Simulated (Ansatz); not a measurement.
# C₄H₆ClF: up Jacob's ladder to CCSD(T)

The task here is to estimate one member of a computed series from the others.

The runs use Ansatz 0.2.0, Gaussian basis; functionals in def2-TZVPP, the program's frozen cores in correlated methods.

Levels to be run: PBE-D4, r2SCAN-D4, PBE0-D4, B3LYP-D4, ωB97X-V, ωB97M-V, B2PLYP; CCSD(T)/def2-TZVPP; MP2/def2-QZVPP; extrapolation to the limit.

## Structure used throughout

An earlier PBE0-D4 in a triple-zeta def2 set relaxation fixed the geometry.

SMILES `CC/C=C(\F)Cl`, 12 atoms, charge 0, spin multiplicity 1.

Atoms are counted from 1 here; the program's logs count them from 0.

Bond lengths: C1–C2 1.525 Å, C1–H7 1.093 Å, C1–H8 1.092 Å, C1–H9 1.092 Å, C2–C3 1.492 Å, C2–H10 1.092 Å, C2–H11 1.096 Å, C3–C4 1.321 Å, C3–H12 1.084 Å, C4–F5 1.329 Å, C4–Cl6 1.711 Å. Angles: C2–C1–H7 111.2°, C2–C1–H8 110.9°, C2–C1–H9 110.8°, H7–C1–H8 107.7°, H7–C1–H9 107.8°, H8–C1–H9 108.2°, C1–C2–C3 112.2°, C1–C2–H10 110.1°, C1–C2–H11 109.2°, C3–C2–H10 109.9°, C3–C2–H11 108.7°, H10–C2–H11 106.6°, C2–C3–C4 124.5°, C2–C3–H12 118.8°, C4–C3–H12 116.6°, C3–C4–F5 123.1°, C3–C4–Cl6 125.3°, F5–C4–Cl6 111.6°.

Set-up of the first run:

in.yaml

```yaml
crystal:
  periodic: [false, false, false]
  atoms:
    - {symbol: C, position_ang: [0.275918, -1.437621, -0.802878]}
    - {symbol: C, position_ang: [0.689843, -0.348413, 0.180398]}
    - {symbol: C, position_ang: [-0.473253, 0.462103, 0.646346]}
    - {symbol: C, position_ang: [-0.607585, 1.761397, 0.449307]}
    - {symbol: F, position_ang: [0.301572, 2.498029, -0.180786]}
    - {symbol: Cl, position_ang: [-1.940571, 2.705198, 0.959865]}
    - {symbol: H, position_ang: [-0.463633, -2.109531, -0.359999]}
    - {symbol: H, position_ang: [-0.165438, -1.003602, -1.702532]}
    - {symbol: H, position_ang: [1.137292, -2.038684, -1.102066]}
    - {symbol: H, position_ang: [1.438135, 0.303725, -0.274138]}
    - {symbol: H, position_ang: [1.166389, -0.811650, 1.052077]}
    - {symbol: H, position_ang: [-1.281467, -0.036149, 1.168506]}
basis:
  gaussian: {orbitals: def2-TZVPP}
hamiltonian: {xc: pbe, dispersion: d4}
output: {forces: true, orbitals: {seedname: orbitals}}
```

Started as:

```console
ansatz run in.yaml --threads 4 --pin off --events-out ev --progress --plain --max-ram 10444MiB
```

Steps of the session up to this table: PBE-D4 (GGA); r2SCAN-D4 (meta-GGA); PBE0-D4 (hybrid); B3LYP-D4 (hybrid); ωB97X-V (range-separated); ωB97M-V (range-separated); B2PLYP (double hybrid); CCSD(T) in def2-TZVPP; MP2 in def2-QZVPP.

One table of the session follows, with a row left open; its other results are not shown here.

It belongs to the step «Atomisation energies». 

```
            method  atomisation energy (kJ/mol)
            PBE-D4                       4936.0
         r2SCAN-D4                       4810.2
           PBE0-D4                       4836.1
          B3LYP-D4                       4777.0
           ωB97X-V                       4787.6
           ωB97M-V                       4798.6
            B2PLYP                       4733.4
     HF/def2-TZVPP                       3496.4
    MP2/def2-TZVPP                            ?
   CCSD/def2-TZVPP                       4580.4
CCSD(T)/def2-TZVPP                       4660.3
           MP2/CBS                       4877.7
       CCSD(T)/CBS                       4774.1
```

**Question.** Estimate the row for MP2/def2-TZVPP.

**Answer.** atomisation energy (kJ/mol): 4763.9. In the column «atomisation energy (kJ/mol)» it lies between B2PLYP (4733.4) and CCSD(T)/CBS (4774.1).
